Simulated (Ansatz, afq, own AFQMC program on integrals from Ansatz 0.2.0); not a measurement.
# BeBH3, singlet in cc-pVDZ along one coordinate

```yaml
atoms:
  - { symbol: B, position_ang: [0.0000, 0.0000, 0.8223] }
  - { symbol: Be, position_ang: [0.0000, 0.0000, -1.0509] }
  - { symbol: H, position_ang: [0.0000, 1.0032, 1.4842] }
  - { symbol: H, position_ang: [0.0000, -1.0032, 1.4842] }
  - { symbol: H, position_ang: [0.0000, 0.0000, -2.3921] }
```

The B1–Be2 distance is changed with both sides rigid. Energies in kJ/mol count from this geometry (1.873 Å) at the same level; the start stands on RHF, each point on the determinant named.

Basis cc-pVDZ. Noble-gas cores (and the filled d shells of Ga–Kr and In–Xe) are frozen. Integrals, coupled cluster, full CI and functionals: Ansatz 0.2.0; the random walks run on the same integrals in our own AFQMC program. ph-AFQMC/CISD is guided by a CISD state made of CCSD amplitudes; releasing the constraint for a short imaginary time cuts its bias at the price of noise, slowly where states lie close. Error bars are statistical, one sigma.

Cautions, each for one point or more: (T) is large; cluster runs in doubt by the program's own checks; higher spins were not checked; restricted determinant unstable towards unrestricted; strong correlation.

| r(B1–Be2) / Å | det. | T1 | weight | CCSD(T) | ph-AFQMC/CISD | released AFQMC | CCSDT(Q) | CCSD | PBE0 |
| --- | --- | --- | --- | --- | --- | --- | --- | --- | --- |
| 1.496 | RHF | 0.009 | 0.91 | 152.5 | 152.0 ± 0.8 | 152.3 ± 1.0 | 152.4 | 152.8 | 138.5 |
| 2.340 | RHF | 0.008 | 0.91 | 65.0 | 65.9 ± 1.0 | – | 64.7 | 65.6 | 70.1 |
| 3.000 | RHF | 0.014 | 0.88 | 214.5 | 213.0 ± 1.2 | 215.8 ± 1.2* | 212.9 | 218.3 | 227.8 |
| 4.175 | RHF¶ | 0.038 | 0.71 | 337.0 | 342.7 ± 2.2 | 340.2 ± 2.7* | 335.3 | 360.1 | 346.6§ |
| 6.435 | RHF¶ | 0.049 | 0.52 | 330.5 | 353.8 ± 5.3 | 360.4 ± 5.0* | 350.0 | 390.8 | 356.5§ |

Weight is that of the determinant in the CISD state; at the start T1 is 0.007 and the weight 0.91. ¶ marks points with a poor determinant and no full CI, where no value is sure; they don't count among the departures. An asterisk marks released energies that aren't shown to be converged. A dash marks a missing value, a released energy that hasn't settled or a functional that sits on another state. § marks a functional whose ⟨S²⟩ is too high by over 0.1. Largest departures from CCSDT(Q), at the points where its series has closed: CCSD(T) 1.6 kJ/mol at 3.000 (on RHF), ph-AFQMC/CISD 1.2 kJ/mol at 2.340 (on RHF) (within the noise), CCSD 5.4 kJ/mol at 3.000 (on RHF), PBE0 14.8 kJ/mol at 3.000. Functionals count only at points shown to share the start's state and spin. In this small basis the wave-function levels are far from their limit, so their gap to the functionals isn't the functionals' error.

Some points may be missing: those where a free walk finds a much lower state, and past Zn most of those on another determinant than at the start.

CCSDT and higher add their correlation energy to the determinant of the CCSD(T) run, since their own runs factorise the integrals more tightly (a shift of under 2 meV). A walk keeps the symmetry of its determinant, which the program's search chose and which needn't be the lowest solution, so a lower state of the same spin and another symmetry isn't excluded.
